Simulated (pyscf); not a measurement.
Structures and frequencies: ωB97X-D3(BJ)/def2-SVP in PySCF.

**Question.** Estimate the classical barrier height and the reaction energy of SiH₂ (SMILES [SiH2]) [singlet] + H₂O (SMILES O) → HO–SiH: (SMILES O[SiH]) [singlet] + H₂ (SMILES [H][H]) at ωB97M-D3(BJ)/def2-TZVP. The step runs on the singlet surface, breaks H–Si, H–O and forms O–Si, H–H; take the separated reactants as zero.

**Answer.** ΔE‡ = 1.4 kcal/mol, ΔE = -29.6 kcal/mol. Zero-point energy shifts the barrier by +1.8 kcal/mol. It is a four-centre exchange, with an imaginary mode of 1429i cm⁻¹. On the reactant side the descent ends in an adduct with a O–Si contact, 19.8 kcal/mol under the separated species and 20.7 kcal/mol under the saddle at ωB97X-D3(BJ)/def2-TZVP. What is counted as formed (O–Si) is already present as a longer contact in the reactant adduct; forming that adduct is a step of its own. At the saddle there is also a short H–Si contact that neither side keeps. One saddle was located; it need not be the lowest between these sides.
